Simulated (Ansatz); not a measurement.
# CH8NSi: the cost of one run

Program: Ansatz 0.2.0. Level of theory: UKS B3LYP/def2-SVP. These are calculated values, not measurements.

### Step 1. Starting point

Bond lengths: N2–C3 1.436 Å, N2–H5 1.018 Å, C3–H6 1.100 Å, C3–H7 1.091 Å, C3–H8 1.094 Å, Si4–H9 1.454 Å, Si4–H10 1.458 Å, Si4–H11 1.456 Å. Angles: N2–C3–H6 115.0°, N2–C3–H7 108.9°, N2–C3–H8 108.3°, H6–C3–H7 108.8°, H6–C3–H8 107.7°, H7–C3–H8 108.0°, C3–N2–H5 110.1°, H9–Si4–H10 112.7°, H9–Si4–H11 113.5°, H10–Si4–H11 112.3°.

Coordinates:

```xyz
11

H    -0.1141   -0.6435   -0.1688
N     1.1904   -0.4627   -0.4151
C     1.4652    0.9440   -0.3312
Si   -1.9235   -0.7069    0.3066
H     1.6369   -0.9534    0.3572
H     1.2725    1.3976    0.6524
H     0.8695    1.4660   -1.0813
H     2.5213    1.1023   -0.5693
H    -2.6751   -0.5895   -0.9320
H    -2.1289    0.4280    1.1989
H    -2.1143   -1.9819    0.9827
```

### Step 2. Pulling towards end A

Springs on the bonds that form and break draw the guess towards this end; the thresholds are loose.

Input file input.yaml:

```yaml
crystal:
  periodic: [false, false, false]
  atoms:
    - { symbol: H, position_ang: [-0.1141, -0.6435, -0.1688] }
    - { symbol: "N", position_ang: [1.1904, -0.4627, -0.4151] }
    - { symbol: C, position_ang: [1.4652, 0.944, -0.3312] }
    - { symbol: Si, position_ang: [-1.9235, -0.7069, 0.3066] }
    - { symbol: H, position_ang: [1.6369, -0.9534, 0.3572] }
    - { symbol: H, position_ang: [1.2725, 1.3976, 0.6524] }
    - { symbol: H, position_ang: [0.8695, 1.466, -1.0813] }
    - { symbol: H, position_ang: [2.5213, 1.1023, -0.5693] }
    - { symbol: H, position_ang: [-2.6751, -0.5895, -0.932] }
    - { symbol: H, position_ang: [-2.1289, 0.428, 1.1989] }
    - { symbol: H, position_ang: [-2.1143, -1.9819, 0.9827] }
magnetization:
  spin_polarized: true
  initial_magnetization: 1
basis:
  gaussian: { orbitals: def2-SVP }
hamiltonian:
  xc: b3lyp
relax:
  f_tol: 0.15
  max_steps: 25
  restrain:
    - { distance: [0, 3], at: 2.72, k: 30.0 }
    - { distance: [1, 0], at: 1.02, k: 30.0 }
output:
  orbitals: {}
```

Run with:

```sh
> ansatz run input.yaml --threads 2 --pin off --max-ram 3072MiB --backend cpu --events-out ev --progress --plain --runs-dir out
```

Q: Estimate wall time and peak memory on 2 threads of Arm Neoverse V1, shared host.

About 20 s, with a peak of 0.21 GiB.
